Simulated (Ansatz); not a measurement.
# BNH4 (SMILES BN) at 6 levels

We compute a comparison of 6 runs (HF/STO-3G, HF/3-21G, B3LYP/STO-3G, B3LYP/6-31G*, B3LYP/6-31+G*, PBE0/def2-SVP) of BNH4. 

The results are computed with Ansatz 0.2.0.

6 further runs of the same task are left out: 1 for a known fault of the program, 2 that didn't finish, 3 set aside as unsound or not needed.

**1. The structure to begin with**

The species is BNH4 (6 atoms), meant as a singlet with charge 0. As SMILES, `BN`. The shape is that of a PBE0-D4/def2-TZVP optimisation.

Bond lengths: B1–N2 1.385 Å, B1–H3 1.197 Å, B1–H4 1.197 Å, N2–H5 1.006 Å, N2–H6 1.006 Å. Angles: B1–N2–H5 123.2°, B1–N2–H6 123.2°, N2–B1–H3 119.0°, N2–B1–H4 119.0°, H5–N2–H6 113.5°, H3–B1–H4 122.0°.

**2. Energy and gradient at HF/STO-3G (run 1)**

Contents of input.yaml:

```yaml
crystal:
  periodic: [false, false, false]
  atoms:
    - {symbol: B, position_ang: [-0.128200, -0.679600, -0.025600]}
    - {symbol: "N", position_ang: [0.146100, 0.677400, 0.010800]}
    - {symbol: H, position_ang: [0.225800, -1.368000, 0.887500]}
    - {symbol: H, position_ang: [-0.712000, -1.128700, -0.969200]}
    - {symbol: H, position_ang: [-0.121600, 1.313700, -0.720800]}
    - {symbol: H, position_ang: [0.632000, 1.121400, 0.771300]}
basis:
  gaussian: {orbitals: STO-3G}
hamiltonian: {xc: hf}
accuracy: high
output: {forces: true, orbitals: {seedname: orbitals}}
```

The run is started by

```
$ ansatz run input.yaml --threads 1 --pin off --max-ram 2610MiB --events-out events.jsonl --progress --plain --runs-dir runs
```

Standard output:

```text
Warning: RAYON_NUM_THREADS=1 ignored (pool sized by the plan → 1); use --threads N
Functional definition: HF
  name "HF"
  exchange = exact_x
  correlation = 0
230 factors; integrals over basis functions are off by at most 7.8e-9 eV
mean field evaluation 1: about -2188.8940 eV, gradient 1.2e1 eV
mean field evaluation 2: about -2188.9366 eV, gradient 1.2e1 eV
mean field evaluation 4: about -2189.5219 eV, gradient 1.1e0 eV
mean field evaluation 8: about -2189.5256 eV, gradient 3.3e-7 eV
mean field -2189.52560562 eV, -80.4635818930 hartree, gradient 4.3e-8 eV, S^2 0.000000; 0 other end points of the search recorded, 0 dependent functions left out
the calculation of the forces begins
reference -2189.52560562 eV, -80.4635818930 hartree; 8, 8 occupied and 6, 6 virtual orbitals, 230 factors
Total energy: -2189.52560562 eV, -80.4635818930 hartree
Atom 0 at    -0.128200    -0.679600    -0.025600 Å, force    -0.077718    -0.391010    -0.009492 eV/Å
Atom 1 at     0.146100     0.677400     0.010800 Å, force    -0.330832    -1.622449    -0.048422 eV/Å
Atom 2 at     0.225800    -1.368000     0.887500 Å, force    -0.394235     0.659769    -0.978474 eV/Å
Atom 3 at    -0.712000    -1.128700    -0.969200 Å, force     0.608379     0.403829     1.006439 eV/Å
Atom 4 at    -0.121600     1.313700    -0.720800 Å, force    -0.149880     0.536512    -0.473630 eV/Å
Atom 5 at     0.632000     1.121400     0.771300 Å, force     0.344286     0.413349     0.503578 eV/Å
Dipole moment:     0.071424     0.353672     0.009485 e Å
```

Run time: 0.1 s. Hardware: 1 thread of Arm Neoverse V2, shared host.

**3. Energy and forces at HF/3-21G (run 2)**

Contents of run.yaml:

```yaml
crystal:
  periodic: [false, false, false]
  atoms:
    - {symbol: B, position_ang: [-0.128200, -0.679600, -0.025600]}
    - {symbol: N, position_ang: [0.146100, 0.677400, 0.010800]}
    - {symbol: H, position_ang: [0.225800, -1.368000, 0.887500]}
    - {symbol: H, position_ang: [-0.712000, -1.128700, -0.969200]}
    - {symbol: H, position_ang: [-0.121600, 1.313700, -0.720800]}
    - {symbol: H, position_ang: [0.632000, 1.121400, 0.771300]}
basis:
  gaussian:
    orbitals: 3-21G.json
total_charge: 0
hamiltonian:
  xc: hf
accuracy: high
output:
  forces: true
  orbitals: {seedname: orbitals}
```

The basis set 3-21G is read from a file made from the Basis Set Exchange's data (not shown).

The run is started by

```
$ ansatz run run.yaml --threads 1 --pin off --max-ram 2610MiB --events-out events.jsonl --progress --plain --runs-dir runs
```

Standard output, shortened:

```text
Warning: RAYON_NUM_THREADS=1 ignored (pool sized by the plan → 1); use --threads N
[... 2 set-up lines as earlier in the session ...]
[...]
594 factors; integrals over basis functions are off by at most 2.8e-9 eV
[...]
mean field -2205.29492365 eV, -81.0430936414 hartree, gradient 1.7e-8 eV, S^2 0.000000; 0 other end points of the search recorded, 0 dependent functions left out
[...]
reference -2205.29492365 eV, -81.0430936414 hartree; 8, 8 occupied and 18, 18 virtual orbitals, 594 factors
Total energy: -2205.29492365 eV, -81.0430936414 hartree
Atom 0 at    -0.128200    -0.679600    -0.025600 Å, force    -0.146249    -0.728603    -0.018826 eV/Å
Atom 1 at     0.146100     0.677400     0.010800 Å, force     0.208528     1.043467     0.024459 eV/Å
Atom 2 at     0.225800    -1.368000     0.887500 Å, force    -0.080765     0.010375    -0.155838 eV/Å
Atom 3 at    -0.712000    -1.128700    -0.969200 Å, force     0.076245    -0.029748     0.154916 eV/Å
Atom 4 at    -0.121600     1.313700    -0.720800 Å, force     0.060611    -0.171616     0.175276 eV/Å
Atom 5 at     0.632000     1.121400     0.771300 Å, force    -0.118370    -0.123874    -0.179987 eV/Å
Dipole moment:     0.085199     0.421882     0.011306 e Å
```

Run time: 0.18 s. Hardware: 1 thread of Arm Neoverse V2, shared host.

Runs 3 to 5 aren't shown in full; the table further down has their settings and results.

**4. Energy and forces at PBE0/def2-SVP (run 6)**

Contents of molecule.yaml:

```yaml
crystal:
  periodic: [false, false, false]
  atoms:
    - {symbol: B, position_ang: [-0.128200, -0.679600, -0.025600]}
    - {symbol: "N", position_ang: [0.146100, 0.677400, 0.010800]}
    - {symbol: H, position_ang: [0.225800, -1.368000, 0.887500]}
    - {symbol: H, position_ang: [-0.712000, -1.128700, -0.969200]}
    - {symbol: H, position_ang: [-0.121600, 1.313700, -0.720800]}
    - {symbol: H, position_ang: [0.632000, 1.121400, 0.771300]}
basis:
  gaussian: {orbitals: def2-SVP}
accuracy: high
total_charge: 0
output: {forces: true, orbitals: {seedname: orbitals}}
hamiltonian: {xc: pbe0}
```

The run is started by

```
$ ansatz run molecule.yaml --threads 1 --pin off --max-ram 2610MiB --events-out events.jsonl --progress --plain --runs-dir runs
```

Standard output, shortened:

```text
Warning: RAYON_NUM_THREADS=1 ignored (pool sized by the plan → 1); use --threads N
Functional definition: PBE0
  name "PBE0"
[...]
1118 factors; integrals over basis functions are off by at most 3.2e-9 eV
[...]
mean field -2227.78778132 eV, -81.8696909148 hartree, gradient 4.3e-8 eV, S^2 0.000000; 0 other end points of the search recorded, 0 dependent functions left out
[...]
reference -2227.78778340 eV, -81.8696909913 hartree; 8, 8 occupied and 40, 40 virtual orbitals, 1118 factors
Total energy: -2227.78778340 eV, -81.8696909913 hartree
Atom 0 at    -0.128200    -0.679600    -0.025600 Å, force     0.037084     0.179290     0.005525 eV/Å
Atom 1 at     0.146100     0.677400     0.010800 Å, force    -0.036632    -0.170489    -0.008173 eV/Å
Atom 2 at     0.225800    -1.368000     0.887500 Å, force     0.088880    -0.188147     0.235047 eV/Å
Atom 3 at    -0.712000    -1.128700    -0.969200 Å, force    -0.153008    -0.126540    -0.243932 eV/Å
Atom 4 at    -0.121600     1.313700    -0.720800 Å, force    -0.077433     0.179710    -0.210116 eV/Å
Atom 5 at     0.632000     1.121400     0.771300 Å, force     0.141109     0.126177     0.221648 eV/Å
Dipole moment:     0.090931     0.450152     0.012058 e Å
```

It took 1.9 s on 1 thread of Arm Neoverse V2, shared host.

**5. All runs side by side**

```csv
run,level,energy (Eh),dipole moment (D),HOMO energy (eV),LUMO energy (eV),wall time
1,HF/STO-3G,-80.463582,1.73,-10.29,9.17,0.1 s
2,HF/3-21G,-81.043094,2.07,-11.85,4.72,0.18 s
3,B3LYP/STO-3G,-80.994711,2.21,-6.27,3.81,0.93 s
4,B3LYP/6-31G* (spherical functions),-82.037660,2.15,-8.04,0.71,1.6 s
5,B3LYP/6-31+G* (spherical functions),-82.044936,1.98,-8.37,-0.16,2 s
6,PBE0/def2-SVP,-81.869691,2.21,-8.57,0.57,1.9 s
```

**6. Outcome**

```
                       quantity         value
            run 6: total energy  -81.86969 Eh
           run 6: dipole moment        2.21 D
             run 6: HOMO energy      -8.57 eV
             run 6: LUMO energy       0.57 eV
           run 6: HOMO–LUMO gap       9.14 eV
run 6: largest force on an atom    0.315 eV/Å
```

In words: The dipole moment (its size) runs from 1.73 D (HF/STO-3G) to 2.21 D (B3LYP/STO-3G). The HOMO–LUMO gap runs from 8.20 eV (B3LYP/6-31+G*) to 19.46 eV (HF/STO-3G). The two ends differ in method and basis. Totals of different functionals can't be ranked against each other. In runs 1, 3 the basis is minimal, so the values are rough. All runs together took 6.7 s, the longest 2 s.
